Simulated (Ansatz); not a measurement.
# CHFLi+: single points off equilibrium

An exercise on one series of results from a longer session: the logs are not shown, and one member is left open.

Program: Ansatz 0.2.0, Gaussian basis. Level of theory: single points in def2-TZVPP. These are calculated values, not measurements.

Correlated methods freeze the cores. The outer core shell of Li, Na, Mg and K is correlated.

1 further run of the same task is left out (it didn't finish).

## Starting geometry

SMILES `[Li][CH+]F`, 4 atoms, charge 1, spin multiplicity 1.

Atoms are counted from 1 here; the program's logs count them from 0.

Bond lengths: Li1–C2 2.167 Å, C2–F3 1.261 Å, C2–H4 1.046 Å. Angles: Li1–C2–F3 111.0°, Li1–C2–H4 139.9°, F3–C2–H4 107.8°.

As a file:

```xyz
4
charge 1, multiplicity 1
Li    1.4602   -0.1621    1.2794
C    -0.1551   -0.1133   -0.1638
F    -0.4936    1.0739   -0.4234
H    -0.8701   -0.7491   -0.5856
```

The first run:

The input, run/in.yaml:

```yaml
crystal:
  periodic: [false, false, false]
  atoms:
    - {symbol: Li, position_ang: [1.460160, -0.162054, 1.279450]}
    - {symbol: C, position_ang: [-0.155147, -0.113316, -0.163814]}
    - {symbol: F, position_ang: [-0.493598, 1.073867, -0.423356]}
    - {symbol: H, position_ang: [-0.870127, -0.749098, -0.585557]}
basis:
  gaussian: {orbitals: def2-TZVPP}
total_charge: 1
hamiltonian: {xc: pbe, dispersion: d4}
output: {forces: true}
```

Launch:

```console
$ ansatz run in.yaml --threads 2 --pin off --events-out ev --progress --plain --max-ram 3481MiB
```

Among the steps run: PBE-D4/def2-TZVPP; r2SCAN-D4/def2-TZVPP; PBE0-D4/def2-TZVPP; wB97M-V/def2-TZVPP; CCSD(T)/def2-TZVPP.

One of the session's tables, all rows but one given; the rest of the session is left out.

| method | RMS force component (eV/Å) | angle to CCSD(T) forces (°) |
| --- | --- | --- |
| PBE-D4 | 1.216 | 2.4 |
| r2SCAN-D4 | 1.065 | 2.8 |
| PBE0-D4 | 1.010 | 13.2 |
| wB97M-V | ? | ? |
| CCSD(T) | 1.023 | reference |

**Question.** Estimate the row for wB97M-V.

The run gave: RMS force component (eV/Å): 0.979; angle to CCSD(T) forces (°): 5.8. In the column «RMS force component (eV/Å)» it is the lowest.
